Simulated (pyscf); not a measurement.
**Hydrogen abstraction: HO–Sn(OH)(OH)–OH (SMILES [OH][Sn]([OH])([OH])[OH]) + CH₃• (SMILES [CH3]) -> •O–Sn(OH)(OH)–OH (SMILES [O][Sn]([OH])([OH])[OH]) + CH₄ (SMILES C)**

Gas phase, doublet surface, charge 0. Bonds broken: O1–H6. Bonds formed: H6–C10. Optimised with ωB97X-D3(BJ)/def2-SVP in PySCF.

Transition state (Å):

```xyz
13

O      1.2279     0.0230     0.1386
Sn    -0.5879     0.8040     0.0555
O     -1.6840    -0.3352    -1.1073
O     -1.5194     0.8745     1.7814
O     -0.4226     2.6582    -0.5698
H      0.9448    -1.1507     0.6175
H     -2.6276    -0.1787    -0.9726
H     -1.2920     1.6683     2.2823
H      0.2315     2.7533    -1.2738
C      0.3072    -2.1038     1.0668
H     -0.2166    -1.7403     1.9604
H     -0.3786    -2.4176     0.2700
H      1.0838    -2.8454     1.2937
```

One imaginary mode, 1073i cm⁻¹; descent along it reached the two sides named, in the forms told below.

```tsv
bond	change	reactant side (Å)	saddle	product side
O1–H6	breaks	0.965	1.299	2.368
H6–C10	forms	2.585	1.232	1.101
```

Electronic energies relative to the separated reactants (kcal/mol):

| level | barrier | reaction energy | reverse barrier |
|---|---|---|---|
| ωB97X-D3(BJ)/def2-TZVP | 12.6 | +10.8 | 1.8 |
| PBE/def2-TZVP | 7.7 | +11.9 | -4.2 |
| r²SCAN/def2-TZVP | 11.1 | +13.2 | -2.2 |
| B3LYP-D3(BJ)/def2-TZVP | 10.7 | +10.9 | -0.2 |
| PBE0-D3(BJ)/def2-TZVP | 11.5 | +11.8 | -0.4 |
| M06-2X/def2-TZVP | 15.9 | +13.5 | 2.4 |
| ωB97M-D3(BJ)/def2-TZVP | 14.9 | +11.8 | 3.2 |
| HF/def2-TZVP | 30.0 | +3.9 | 26.1 |

With ωB97M-D3(BJ)/def2-TZVP energies and thermal terms (ideal gas, 1 atm, RRHO with modes under 100 cm⁻¹ raised to 100, one conformer, R ln 2 for chiral ones without a mode under 150 cm⁻¹), in kcal/mol:

```csv
T (K),ΔH‡,ΔG‡,ΔH,ΔG
298,14.1,23.7,+13.6,+13.8
600,14.0,33.6,+12.6,+14.3
900,14.5,43.3,+12.1,+15.3
1200,15.2,52.9,+11.8,+16.4
```

On the reactant side the descent ends in a complex (not fully relaxed), 4.6 kcal/mol under the separated species and 17.2 kcal/mol under the saddle at ωB97X-D3(BJ)/def2-TZVP. At PBE, r²SCAN, B3LYP-D3(BJ), PBE0-D3(BJ) this geometry lies under the product side: in single points on another level's saddle the reverse barrier vanishes, and the forward threshold there is about the reaction energy. One saddle was located; it need not be the lowest between these sides. The angle at the transferred H is 161°. Elements past Kr carry the def2 core potentials, without spin-orbit coupling.
